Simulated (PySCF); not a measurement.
C3H4ClO2 (charge -1).
Atom-mapped SMILES: `[CH3:1][O:2]/[C:3]([Cl:4])=[CH:5]/[O-:6]` (hydrogens: H7, H8, H9 on C1; H10 on C5)

Level: PBE0/pcSseg-1 in PySCF, non-relativistic, on one gas-phase PBE0-D3(BJ)/def2-SVP geometry that isn't relaxed in the solvent. The solvent is an IEF-PCM continuum (van der Waals radii × 1.2). Only the electrostatic response of the medium enters.

Gas phase at PBE0/pcSseg-1: HOMO 0.21 eV, LUMO 5.39 eV.

Q: What does the continuum do to the energy and the frontier levels at PBE0/pcSseg-1 in chloroform and tetrahydrofuran?

A: 
```
        solvent      ε  E(solvent) − E(gas) (kJ/mol)  polarisation term (kJ/mol)  distortion of the solute (kJ/mol)  HOMO (eV)  LUMO (eV)
     chloroform  4.711                       -200.01                     -206.45                               6.44      -3.54       2.66
tetrahydrofuran  7.426                       -221.53                     -229.93                               8.40      -3.92       2.35
```

The first energy column is the sum of the next two and covers electrostatics alone. From chloroform to tetrahydrofuran the lowering changes by a factor 1.11, Born's factor 1 − 1/ε by 1.10 and ε itself by 1.6.

Q: Which radius a makes Born's formula ΔE = −(q²/2a)(1 − 1/ε) give the value in tetrahydrofuran?

A: a = q²(1 − 1/ε)/(2|ΔE|) = 2.71 Å, with q = -1 e and |ΔE| = 0.0844 Eh; the farthest nucleus lies 2.93 Å from the centroid of the nuclei. The formula assumes a point charge at the centre of a sphere.

Q: Which IAO charges (PBE0/pcSseg-1) respond most in chloroform (means over atoms taken as equivalent)?

A: 
```csv
atoms,environment,gas (e),solvent (e),change
O6,enolate oxygen,-0.644,-0.687,-0.043
H10,vinylic hydrogen,+0.032,+0.051,+0.019
C5,vinylic carbon bearing oxygen,+0.115,+0.099,-0.016
H7/H8/H9,methyl hydrogen,+0.112,+0.127,+0.015
O2,ether oxygen,-0.358,-0.368,-0.010
C3,"carbon bonded to C, Cl and O",-0.114,-0.105,+0.009
C1,methoxy carbon,-0.185,-0.194,-0.009
Cl4,vinyl chlorine,-0.182,-0.178,+0.004
```

The values belong to the conformer `[CH3:1][O:2]/[C:3]([Cl:4])=[CH:5]/[O-:6]`: C1–O2–C3–Cl4 -76°.
